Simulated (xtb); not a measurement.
xtb input (GFN2-xTB):

```bash
xtb mol.xyz --gfn 2 --sp --chrg 1 --uhf 0
```
mol.xyz:
```
5

N     -0.00000000     0.00000000     0.00000000
H      0.01428541     0.96188359    -0.35397200
H      0.83339821    -0.49769460    -0.32934452
H     -0.84032710    -0.47735428    -0.34161902
H     -0.00735652     0.01316529     1.02493554
```

End of the output:

```
         :::::::::::::::::::::::::::::::::::::::::::::::::::::
         ::                     SUMMARY                     ::
         :::::::::::::::::::::::::::::::::::::::::::::::::::::
         :: total energy              -4.494814860102 Eh    ::
         :: gradient norm              0.007266356329 Eh/a0 ::
         :: HOMO-LUMO gap             14.757504388307 eV    ::
         ::.................................................::
         :: SCC energy                -4.562723131420 Eh    ::
         :: -> isotropic ES            0.136425119644 Eh    ::
         :: -> anisotropic ES         -0.015506203313 Eh    ::
         :: -> anisotropic XC          0.004291715410 Eh    ::
         :: -> dispersion             -0.000317259203 Eh    ::
         :: repulsion energy           0.067908271319 Eh    ::
         :: add. restraining           0.000000000000 Eh    ::
         :: total charge               1.000000000000 e     ::
         :::::::::::::::::::::::::::::::::::::::::::::::::::::

           -------------------------------------------------
          |                Property Printout                |
           -------------------------------------------------

    * Orbital Energies and Occupations

         #    Occupation            Energy/Eh            Energy/eV
      -------------------------------------------------------------
         1        2.0000           -0.9273477             -25.2344
         2        2.0000           -0.8311125             -22.6157
         3        2.0000           -0.8311125             -22.6157
         4        2.0000           -0.8311125             -22.6157 (HOMO)
         5                         -0.2887842              -7.8582 (LUMO)
         6                         -0.0983463              -2.6761
         7                         -0.0983463              -2.6761
         8                         -0.0983463              -2.6761
      -------------------------------------------------------------
                  HL-Gap            0.5423283 Eh           14.7575 eV
             Fermi-level           -0.5599484 Eh          -15.2370 eV

     #   Z          covCN         q      C6AA      α(0)
     1   7 N        3.437    -0.224    25.870     7.554
     2   1 H        0.859     0.306     0.696     1.307
     3   1 H        0.859     0.306     0.696     1.307
     4   1 H        0.859     0.306     0.696     1.307
     5   1 H        0.859     0.306     0.696     1.307

 Mol. C6AA /au·bohr⁶  :         70.714606
 Mol. C8AA /au·bohr⁸  :       1255.799300
 Mol. α(0) /au        :         12.781989

Wiberg/Mayer (AO) data.
largest (>0.10) Wiberg bond orders for each atom

 ---------------------------------------------------------------------------
     #   Z sym  total        # sym  WBO       # sym  WBO       # sym  WBO
 ---------------------------------------------------------------------------
     1   7 N    3.614 --     2 H    0.904     4 H    0.904     3 H    0.904
Note: The following floating-point exceptions are signalling: IEEE_DENORMAL
normal termination of xtb
                             5 H    0.904
     2   1 H    0.906 --     1 N    0.904
     3   1 H    0.906 --     1 N    0.904
     4   1 H    0.906 --     1 N    0.904
     5   1 H    0.906 --     1 N    0.904
 ---------------------------------------------------------------------------

Topologies differ in total number of bonds
Writing topology from bond orders to xtbtopo.mol

molecular dipole:
                 x           y           z       tot (Debye)
 q only:        0.000      -0.000       0.000
   full:        0.000      -0.000       0.000       0.000
molecular quadrupole (traceless):
                xx          xy          yy          xz          yz          zz
 q only:        0.000      -0.000      -0.000      -0.000       0.000       0.000
  q+dip:        0.000      -0.000      -0.000      -0.000       0.000       0.000
   full:        0.000      -0.000      -0.000      -0.000       0.000       0.000

           -------------------------------------------------
          | TOTAL ENERGY               -4.494814860102 Eh   |
          | GRADIENT NORM               0.007266356329 Eh/α |
          | HOMO-LUMO GAP              14.757504388307 eV   |
           -------------------------------------------------

------------------------------------------------------------------------
------------------------------------------------------------------------
 total:
 SCF:
```
